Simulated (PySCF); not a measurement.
# H3Ge–C⁺, singlet in cc-pVDZ: errors against RCCSDT(Q)

Geometry: that of the H3Ge–C, doublet, kept fixed.

| atom | x (Å) | y (Å) | z (Å) |
| --- | --- | --- | --- |
| Ge | 0.0009 | 0.0000 | 0.2537 |
| C | -0.0202 | 0.0000 | -1.7240 |
| H | 1.5050 | 0.0000 | 0.5922 |
| H | -0.6656 | 1.2600 | 0.8325 |
| H | -0.6655 | -1.2601 | 0.8325 |

Basis cc-pVDZ; PySCF 2.14.0. Only valence electrons are correlated (noble-gas cores and the filled d shells of p-block atoms frozen), which leaves 10 electrons in 41 orbitals. Prefix R: restricted or restricted open-shell reference. No spin–orbit coupling is included, and no scalar relativity.

Full CI isn't at hand for all of this; RCCSDT(Q) serves as the reference, and is uncertain by the last step of the cluster series or more.

```
T1 diagnostic (ROHF- or RHF-based CCSD)             : 0.0363
largest doubles amplitude (ROHF- or RHF-based CCSD) : 0.094
```

| level | E − E(RHF) (eV) |
| --- | --- |
| RMP2 | -4.4529 |
| RCCSD | -5.9333 |
| RCCSD(T) | -6.1274 |

(1) Estimate how far RCCSDT(Q) in cc-pVDZ lies from RCCSD(T). The table doesn't fix it; the size of (T) and the diagnostics are the guide.

(1) RCCSDT(Q) in cc-pVDZ lies 1.75 kcal/mol below RCCSD(T), which is 39 % of the (T) step (-4.47 kcal/mol). T1 is raised, and the rest is a large part of (T). The miss exceeds 1 kcal/mol.

The other levels:

```tsv
level	E − E(RCCSDT(Q)) (kcal/mol)	share of correlation (%)	wall time
RCCSDT	0.45	99.69	–
```

The correlation energy at RCCSDT(Q), counted from RHF, is -6.203 eV. That run took 2.5 min on 1 thread of Arm Neoverse V1, shared host.

Times are those of the correlated step on a shared host, with one SCF added for the restricted CCSD run; they ran on 1 thread of Arm Neoverse V1.
